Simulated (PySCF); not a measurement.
PySCF job for sulfur dioxide (O₂S), SMILES O=S=O, PBE0/pcJ-1. The structure is a stationary point at B3LYP-D3(BJ)/def2-TZVP.

```python
import numpy as np
from pyscf import gto, scf, dft
from pyscf.prop.ssc import rks as ssc

mol = gto.M(
    atom='''
    O     0.00000000   -1.23868069   -0.36575555
    S     0.00000000   -0.00000000    0.36575555
    O     0.00000000    1.23868070   -0.36575555
    ''',
    basis='pcJ-1',
    charge=0,
    spin=0,
    max_memory=1600,
    verbose=3,
)
mf = dft.RKS(mol, xc='pbe0')
mf.grids.level = 3
mf.conv_tol = 1e-10
mf.max_cycle = 100
mf.kernel()
j = ssc.SSC(mf)
j.with_fcsd = True
j.max_cycle_cphf = 80
j.conv_tol = 1e-7
e11 = j.kernel()
```

It prints:

```
converged SCF energy = -545.708879858306
Reduced spin-spin coupling constant K (Hz)
               #0        #1        #2
        0 O    0.00000
        1 S  -202.86760   0.00000
        2 O  -33.81413 -202.85943   0.00000
Spin-spin coupling constant J (Hz)
               #0        #1        #2
        0 O    0.00000
        1 S   65.95966   0.00000
        2 O  -19.40358  65.95700   0.00000
```

The calculation finished and met its thresholds.

Cost: very roughly 17 core-seconds.
